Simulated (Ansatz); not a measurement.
Coupled-cluster diagnostics for the cluster MgO₂H₂, Ansatz.

Geometry of the singlet (B3LYP-D4/def2-TZVP):

```tsv
atom	x (Å)	y (Å)	z (Å)
Mg1	0.008	-0.003	0.014
O2	1.318	0.330	-1.127
O3	-1.291	-0.356	1.166
H4	2.085	0.773	-1.472
H5	-2.121	-0.745	1.419
```

Correlated methods freeze 3 core orbitals; core or outer-core shells of Mg are correlated, in sets that lack core-valence functions. The structure comes from a short search, and lower isomers may exist.

Question: Estimate the CCSD(T) correlation energy, the shares of MP2 and (T), T1 and the reference's ⟨S²⟩ for: charge 0, singlet, own geometry in def2-TZVPP; charge 0, singlet, own geometry in def2-TZVPD; charge 1, doublet, vertical in def2-TZVPP; charge -1, doublet, vertical in def2-TZVPD; and the rough time on 4 threads of Arm Neoverse V2 on a shared host.

Answer: 
| state | basis | correlation (eV) | MP2 share (%) | (T) share (%) | T1 | ⟨S²⟩ (pure) | wall time | remarks |
| --- | --- | --- | --- | --- | --- | --- | --- | --- |
| charge 0, singlet, own geometry | def2-TZVPP | -19.600 | 96.5 | 2.6 | 0.011 | 0.00 (0.00) | 6 s | – |
| charge 0, singlet, own geometry | def2-TZVPD | -19.665 | 96.4 | 2.7 | 0.012 | 0.00 (0.00) | 8.5 s | – |
| charge 1, doublet, vertical | def2-TZVPP | -17.909 | 94.7 | 2.3 | 0.017 | 0.76 (0.75) | 36 s | – |
| charge -1, doublet, vertical | def2-TZVPD | -20.113 | 96.1 | 3.0 | 0.018 | 0.75 (0.75) | 41 s | HOMO above zero |
Customary marks for T1 are 0.02 (closed shells), 0.045 (open shells) and about 0.05 (3d metals). T1 stays under 0.02 throughout.
